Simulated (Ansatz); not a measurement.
**Correlation methods on OF, doublet**

Program: Ansatz, Gaussian basis, development build; BCCD by scripts on PySCF. Nonrelativistic, STO-3G, 2 core orbitals frozen. Perturbation and coupled-cluster methods stand on the Hartree–Fock determinant that coupled cluster favours; RHF here means ROHF, with semicanonical perturbation theory. The state met can change along the bond. The basis is small, far from the limit. The unrestricted determinant is a mixture of spins, so it may stand for another state.

Correlation energy of CCSD(T), then each method's total less that of CCSD(T), in eV:

```
       case  E corr CCSD(T)    CCSD    BCCD  BCCD(T)   determinant
1.219 Å RHF          -1.468  +0.026  +0.041   +0.005             –
1.625 Å RHF          -3.116  +0.016  +0.050   +0.014             –
1.625 Å UHF          -1.370  +0.005  +0.080   +0.051  ⟨S²⟩ = 1.431
1.963 Å UHF          -0.317  +0.001  +0.004   +0.003  ⟨S²⟩ = 1.690
2.099 Å UHF          -0.159   0.000  +0.001    0.000  ⟨S²⟩ = 1.719
2.234 Å UHF          -0.078   0.000   0.000    0.000  ⟨S²⟩ = 1.735
2.573 Å UHF          -0.001   0.000  -0.011   -0.011  ⟨S²⟩ = 1.750
```

Task: How far does full CI lie from CCSD(T) in each case, and where is CCSD(T) within 1 kcal/mol (0.043 eV)?

Result: 1.219 Å RHF: -0.019 eV (within); 1.625 Å RHF: -0.041 eV (within); 1.625 Å UHF: -0.003 eV (within, spin-contaminated determinant); 1.963 Å UHF: -0.001 eV (within, spin-contaminated determinant); 2.099 Å UHF: 0.000 eV (within, spin-contaminated determinant); 2.234 Å UHF: 0.000 eV (within, spin-contaminated determinant); 2.573 Å UHF: -0.005 eV (within, spin-contaminated determinant).

Task: Which method comes nearest to full CI in total energy for 1.625 Å UHF?

Result: CCSD(T), 0.003 eV away; next CCSD (0.008 eV), last BCCD (0.083 eV).

Several Brueckner solutions were met.
